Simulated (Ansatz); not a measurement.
A made-up structure of BSiH₄Cl, singlet:

```xyz
7
angstrom
B -1.0375 0.0310 -0.6691
Si 0.6222 -0.1077 0.4437
Cl 1.8060 1.5824 0.3805
H 2.6315 2.5231 0.8304
H -1.3223 0.9961 -1.3101
H 0.2606 -0.3451 1.8677
H 1.4530 -1.2510 -0.0224
```

It is relaxed with PBE-D4/def2-SVP and then PBE0-D4/def2-TZVP (Ansatz 0.2.0). Atoms count as bonded within 1.22 times the sum of their covalent radii (H–H: 0.88 Å). The end point is not checked to be a true minimum.

Problem. Does its bonding change? (Judge from chemistry; the calculation decides.)

Solution. The calculation gives: Yes. Formed: none; broken: Si2–Cl3.

Where it ends: The first stage lowers the energy by 1.77 eV in 41 steps. It ends as a complex of BSiH₃ ([BH][SiH2]) + HCl:
B1  (-1.410, -0.489, -0.729)
Si2  (0.135, 0.074, 0.077)
Cl3  (2.908, 2.593, 0.869)
H4  (3.671, 1.866, 1.593)
H5  (-2.407, -0.623, -1.349)
H6  (0.092, 0.430, 1.512)
H7  (1.425, -0.423, -0.451)
(Å)

Labels in which every atom is bracketed show which atoms are joined, not bond orders.

For scale, one of the runs: PBE0-D4/def2-TZVP relaxation, 129 basis functions, launched by `ansatz run in.yaml --threads 2 --pin off --events-out ev --progress --plain --max-ram 4352MiB`. The run took about 26 s on 2 CPU threads of an Intel Xeon 6975P-C (shared host).
